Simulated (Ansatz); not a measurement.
Total energies of SiH2MeF (CH₅FSi) from Ansatz at CCSD(T)/def2-TZVPP, gas phase (1 Eh = 27.2114 eV = 2625.5 kJ/mol). The reference geometry is relaxed at PBE-D4/def2-TZVP.

```xyz
8

Si    0.783    0.370   -0.117
H     0.928    0.969   -1.479
H     1.906   -0.585    0.136
C    -0.877   -0.452    0.095
H    -1.002   -1.251   -0.652
H    -1.693    0.272   -0.038
H    -0.971   -0.901    1.095
F     0.925    1.577    0.959
```

| state | geometry | energy (Eh) |
| --- | --- | --- |
| charge 0 singlet | reference | -429.90533 |
| charge 1 doublet | reference | -429.46947 |
| free Si atom (triplet) | – | -288.92770 |
| free H atom (doublet) | – | -0.49981 |
| free C atom (triplet) | – | -37.78103 |
| free F atom (doublet) | – | -99.62506 |

Correlated methods freeze 7 core orbitals.

(1) Work out the vertical ionisation energy to the doublet.

(2) What is the binding energy per atom against free atoms?

(1) E(charge 1 doublet) − E(charge 0 singlet) = -429.46947 − (-429.90533) = 0.43586 Eh = 11.86 eV.

(2) Atoms: 1 × (-288.92770) + 5 × (-0.49981) + 1 × (-37.78103) + 1 × (-99.62506) = -428.83284 Eh. Binding: -428.83284 − (-429.90533) = 1.07249 Eh = 29.18 eV, or 3.65 eV for each of 8 atoms (no zero-point energy, no counterpoise term).
